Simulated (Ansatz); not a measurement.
Input (CCSDT(Q)/aug-cc-pVDZ; Ansatz, a program for electronic structure):

Ansatz 0.2 input:
```yaml
crystal:
  periodic: [false, false, false]
  atoms:
    - {symbol: C, position_ang: [0.03744685, 0.00324337, 0.50825858]}
    - {symbol: F, position_ang: [-0.03836255, 1.09650981, -0.24435931]}
    - {symbol: F, position_ang: [-0.08494317, -1.09763667, -0.22692580]}
    - {symbol: H, position_ang: [0.88507040, -0.00931849, 1.19201449]}
basis:
  gaussian:
    orbitals: aug-cc-pVDZ
magnetization: {spin_polarized: true, initial_magnetization: 1}
correlation: {method: ccsdt_q, electrons: outside_noble_gas}
```

Output:

```
Functional definition: HF
integrals: 0.15 GiB planned
1272 factors; integrals over basis functions are off by at most 1.2e-7 eV
mean field: 0.22 GiB planned
mean field evaluation 1: about -6455.3516 eV, gradient 1.9e1 eV
mean field evaluation 2: about -6455.3530 eV, gradient 1.9e1 eV
mean field evaluation 4: about -6457.0903 eV, gradient 2.6e0 eV
mean field evaluation 8: about -6457.1760 eV, gradient 1.6e-1 eV
mean field evaluation 16: about -6457.1597 eV, gradient 8.8e-1 eV
mean field -6457.17645273 eV, -237.2968578064 hartree, gradient 1.2e-6 eV, S^2 0.756025; 0 other end points of the search recorded, 0 dependent functions left out
3 core orbitals not correlated
reference -6457.17645273 eV, -237.2968578064 hartree; 10, 9 occupied and 65, 66 virtual orbitals, 1272 factors
second order -14.19431490 eV of doubles, -0.00000000 eV of singles
coupled cluster: 6.77 GiB planned
cycle   1  -14.16104662 eV  change    3.3e-2 eV  update   1.0e-1
cycle   2  -14.69802512 eV  change   -5.4e-1 eV  update   5.1e-2
cycle   3  -15.02504771 eV  change   -3.3e-1 eV  update   2.1e-2
cycle   4  -15.01014183 eV  change    1.5e-2 eV  update   7.8e-3
cycle   5  -14.98455782 eV  change    2.6e-2 eV  update   4.6e-3
cycle   6  -14.98979895 eV  change   -5.2e-3 eV  update   1.7e-3
cycle   7  -14.99340094 eV  change   -3.6e-3 eV  update   7.6e-4
cycle   8  -14.99361908 eV  change   -2.2e-4 eV  update   3.6e-4
cycle   9  -14.99328535 eV  change    3.3e-4 eV  update   1.6e-4
cycle  10  -14.99344140 eV  change   -1.6e-4 eV  update   8.1e-5
cycle  11  -14.99322556 eV  change    2.2e-4 eV  update   3.8e-5
cycle  12  -14.99320922 eV  change    1.6e-5 eV  update   1.9e-5
cycle  13  -14.99323667 eV  change   -2.7e-5 eV  update   8.2e-6
cycle  14  -14.99323704 eV  change   -3.7e-7 eV  update   3.8e-6
cycle  15  -14.99323251 eV  change    4.5e-6 eV  update   2.2e-6
cycle  16  -14.99323413 eV  change   -1.6e-6 eV  update   9.8e-7
perturbative correction -0.02470281 eV, -0.0009078116 hartree
Total energy: -6472.19438967 eV, -237.8487568095 hartree
```
